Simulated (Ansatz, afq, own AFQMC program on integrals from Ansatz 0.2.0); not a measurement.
## Al$_{2}$H, doublet: AFQMC among the cluster methods

```xyz
3

Al    0.0000    0.0000    0.3526
Al    0.0000    0.0000   -2.3244
H     0.0000    0.0000    1.9718
```

Connectivity, by distances: AlH–Al.

Basis cc-pVTZ. Only valence electrons are correlated. AFQMC by an in-house program on the Cholesky factors that Ansatz 0.2.0 writes for its CCSD(T) run. ph-AFQMC/CISD is guided by a CISD state made of CCSD amplitudes; releasing the constraint for a short imaginary time cuts its bias at the price of noise, slowly where states lie close. Free AFQMC starts from the CCSD state and is never constrained. Its projection time is finite, and what remains of the start isn't in its error. ± is one standard error of the sampling.

Determinant: UHF, the one that the program's search chose, which needn't be the lowest solution. The geometry is a PBE0/def2-TZVP stationary point of this or a neighbouring charge and spin state.

No full CI on the walks' own integrals is used here; CCSDT(Q) serves as the reference and is uncertain by about the last step of the cluster series.

Cautions: an unrestricted solution with more broken spin lies lower (43 meV, ⟨S²⟩ 1.13); the released energies are still falling, so no released level is given (meV from the phaseless value at times in 1/Eh: -5 ± 4 at 0.24, -11 ± 4 at 0.50, -17 ± 3 at 1.00, -19 ± 3 at 1.50).

```
T1 diagnostic                               : 0.0287
weight of the determinant in the CISD state : 0.852
⟨S²⟩ of the determinant                     : 0.788
size of the correlated space                : 7 electrons in 72 orbitals
```

```tsv
level	correlation energy (eV)
MP2	-3.0636
CCSD	-3.9339
CCSD(T)	-4.1053
```

(1) Estimate where phaseless AFQMC with a CISD trial lies against CCSD(T) on the same integrals.

(1) 0.79 ± 0.16 mEh below CCSD(T).

Reference: CCSDT(Q), correlation energy -4.161 eV.

```csv
level,E − E(reference) (mEh),share of correlation (%)
CCSD(T),2.03,98.67
CCSDT,0.40,99.74
ph-AFQMC/HF,4.81 ± 0.77,96.86
ph-AFQMC/CISD,1.25 ± 0.16,99.19
free AFQMC,0.24 ± 0.14,99.84
```

Free projections are given only where their last times agree within the noise and don't stop above the reference; a slow remainder of the start can still hide under it. A walk keeps the symmetry of its determinant, which the program's search chose and which needn't be the lowest solution, so a lower state of the same spin and another symmetry isn't excluded.
